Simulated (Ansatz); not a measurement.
Cost and result for the atomization energy of H$_{5}$NSi$_{2}$ (8 atoms, 7 bonds).

Cartesian coordinates in Å:
```
N 0.8244 -0.1589 -0.4799
Si 2.0559 0.4638 0.5444
Si -0.8907 -0.1567 -0.1460
H 1.1174 -0.5644 -1.3582
H 1.0567 0.9047 1.6280
H -1.3899 1.2306 0.0199
H -1.1846 -0.9261 1.0881
H -1.5892 -0.7929 -1.2963
```

Total charge 0; spin multiplicity 1. The bonds changed during the relaxation, so this is another structure than the one it started from. The structure was optimised at the PBE0-D4/def2-TZVP level. Program: Ansatz. All runs use 2 threads of an Arm Neoverse V2 on a shared host. Times are those of one run each, without the atoms' runs, and a repeat can differ threefold. Electronic energies, without spin–orbit coupling; frozen cores. CCSD(T)/CBS adds CCSD(T) − MP2 in def2-TZVPP to the MP2 limit, and its time is that of the two runs behind it. T1 = 0.014; the RHF reference is unstable towards UHF. B3LYP takes the VWN-RPA correlation (the form of Gaussian; ORCA's B3LYP/G). HSE06 is the plane-wave form, built on full-range PBE exchange.

CCSD(T)/CBS is a level of theory with its own doubt, some kJ/mol a heavy atom from the limit and from the frozen cores, so smaller differences don't rank the functionals.

| level | functions | wall time | atomization (kJ/mol) | difference from CCSD(T)/CBS | per bond |
| --- | --- | --- | --- | --- | --- |
| CCSD(T)/def2-SVP | 75 | 1.1 s | 2266.9 | -201.4 | -28.8 |
| revPBE-D4/def2-TZVPP | 185 | 1.6 s | 2413.5 | -54.8 | -7.8 |
| BLYP-D4/def2-TZVPP | 185 | 1.6 s | 2464.7 | -3.6 | -0.5 |
| PBE-D4/def2-TZVPP (with forces) | 185 | 1.9 s | 2455.0 | -13.3 | -1.9 |
| CAM-B3LYP-D4/def2-TZVPP | 185 | 2.4 s | 2480.2 | 11.9 | 1.7 |
| HSE06-D4/def2-TZVPP | 185 | 2.5 s | 2426.2 | -42.1 | -6.0 |
| B3LYP-D4/def2-TZVPP (with forces) | 185 | 2.9 s | 2474.7 | 6.4 | 0.9 |
| r2SCANh-D4/def2-TZVPP | 185 | 3.8 s | 2426.8 | -41.5 | -5.9 |
| ωB97X-V/def2-TZVPP | 185 | 6.5 s | 2484.6 | 16.3 | 2.3 |
| ωB97M-V/def2-TZVPP (with forces) | 185 | 8.5 s | 2481.3 | 13.0 | 1.9 |
| MP2/def2-QZVPP | 347 | 13 s | 2431.4 | -36.9 | -5.3 |
| CCSD(T)/def2-TZVPP | 185 | 23 s | 2391.4 | -76.9 | -11.0 |
| CCSD(T)/CBS(def2) | – | 36 s | 2468.3 | 0.0 | 0.0 |

From r2SCAN to r2SCAN0 (25 % exact exchange), in def2-TZVPP and without D4, the atomization energy moves by −30.5 kJ/mol: exact exchange takes away binding that semilocal exchange gives to molecules. The D4 term adds +27.8 kJ/mol with B3LYP and +14.3 kJ/mol with PBE0; it sums over pairs of atoms, weighted by their polarisabilities, and B3LYP, whose exchange is more repulsive, gets the larger term. At CCSD(T), def2-SVP lies −201.4 kJ/mol from the extrapolated value and def2-TZVPP −76.8 kJ/mol: correlation converges slowly with the basis, and small sets miss more of it in the bonded molecule than in its fragments.
